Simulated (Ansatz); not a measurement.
The input (input.yaml):

```yaml
crystal:
  periodic: [false, false, false]
  atoms:
    - { symbol: "N", position_ang: [-0.27994, -1.293484, 0.950742] }
    - { symbol: C, position_ang: [0.959253, -0.60907, 0.958872] }
    - { symbol: "N", position_ang: [1.435121, 0.264234, 0.046192] }
    - { symbol: C, position_ang: [0.423843, 0.427481, -1.127021] }
    - { symbol: C, position_ang: [-0.874794, 1.132429, -0.670219] }
    - { symbol: O, position_ang: [-1.766555, 0.577537, 0.069856] }
    - { symbol: H, position_ang: [-0.5087, -1.705468, 1.894784] }
    - { symbol: H, position_ang: [-1.087046, -0.654215, 0.547185] }
    - { symbol: H, position_ang: [1.664126, -0.8799, 1.775827] }
    - { symbol: H, position_ang: [0.922589, 1.041046, -1.90668] }
    - { symbol: H, position_ang: [0.17179, -0.57518, -1.549679] }
    - { symbol: H, position_ang: [-0.982688, 2.21949, -0.95606] }
basis:
  gaussian: { orbitals: STO-3G }
hamiltonian:
  xc: pbe
  dispersion: d4
md:
  timestep: 0.5
  n_steps: 266
  ensemble: nvt_langevin
  temperature: 700.0
  initial_velocities: maxwell_boltzmann
  seed: 346444
  friction: 0.05
scf:
  lower_state_search: "off"
```

Command:

```bash
$ ansatz run input.yaml --threads 1 --pin off --max-ram 2048MiB --backend cpu --events-out ev --progress --plain --runs-dir out
```

Hardware: 1 thread of Intel(R) Xeon(R) Platinum 8259CL CPU @ 2.50GHz (Skylake/Cascade Lake) (shared host).

Roughly how long does this run take, and how much memory?

10 min, with a peak of 0.1 GiB, for 267 ionic steps.
